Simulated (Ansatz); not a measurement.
# CH2BF (SMILES B=CF): functionals against CCSD(T) at one geometry

An exercise on one series of results from a longer session: the logs are not shown, and one member is left open.

The runs use Ansatz 0.2.0, Gaussian basis; single points in def2-TZVPP.

Cores are frozen in the correlated methods. B3LYP uses VWN-RPA correlation.

**Where the work starts**

SMILES `B=CF`, 5 atoms, charge 0, spin multiplicity 1.

Atoms are counted from 1 here; the program's logs count them from 0.

Bond lengths: B1–C2 1.428 Å, B1–H4 1.207 Å, C2–F3 1.400 Å, C2–H5 1.278 Å. Angles: C2–B1–H4 166.2°, B1–C2–F3 134.7°, B1–C2–H5 116.9°, F3–C2–H5 107.0°.

Coordinates:

```xyz
5
charge 0, multiplicity 1
B    -0.89290   -0.13490   -0.26310
C     0.43810    0.12500    0.18330
F     1.42980   -0.63360    0.81580
H    -1.88240   -0.45550   -0.87500
H     0.78350    1.35070    0.28560
```

The first run:

File run/in.yaml:

```yaml
crystal:
  periodic: [false, false, false]
  atoms:
    - {symbol: B, position_ang: [-0.892900, -0.134900, -0.263100]}
    - {symbol: C, position_ang: [0.438100, 0.125000, 0.183300]}
    - {symbol: F, position_ang: [1.429800, -0.633600, 0.815800]}
    - {symbol: H, position_ang: [-1.882400, -0.455500, -0.875000]}
    - {symbol: H, position_ang: [0.783500, 1.350700, 0.285600]}
basis:
  gaussian: {orbitals: def2-TZVPP}
correlation: {method: ccsd_t}
output: {forces: true}
```

No record of the launch command was kept for these runs.

Steps of the session up to this table: CCSD(T)/def2-TZVPP; PBE0-D4/def2-TZVPP; wB97M-V/def2-TZVPP; r2SCAN-D4/def2-TZVPP; PBE-D4/def2-TZVPP; B3LYP-D4/def2-TZVPP; BLYP-D4/def2-TZVPP.

One of the session's tables, all rows but one given; the rest of the session is left out.

| method | RMS force component (eV/Å) | angle to CCSD(T) forces (°) | dipole (D) |
| --- | --- | --- | --- |
| CCSD(T) | 1.505 | reference | 2.02 |
| PBE0-D4 | 1.508 | 9.5 | 2.01 |
| wB97M-V | 1.494 | 10.8 | 2.08 |
| r2SCAN-D4 | 1.442 | 7.3 | 1.87 |
| PBE-D4 | 1.331 | 5.9 | 1.75 |
| B3LYP-D4 | ? | ? | ? |
| BLYP-D4 | 1.315 | 9.8 | 1.80 |

Q: Estimate the row for B3LYP-D4 from the others.

**Answer.** RMS force component (eV/Å): 1.457; angle to CCSD(T) forces (°): 9.3; dipole (D): 2.02. In the column «RMS force component (eV/Å)» it lies between r2SCAN-D4 (1.442) and wB97M-V (1.494).
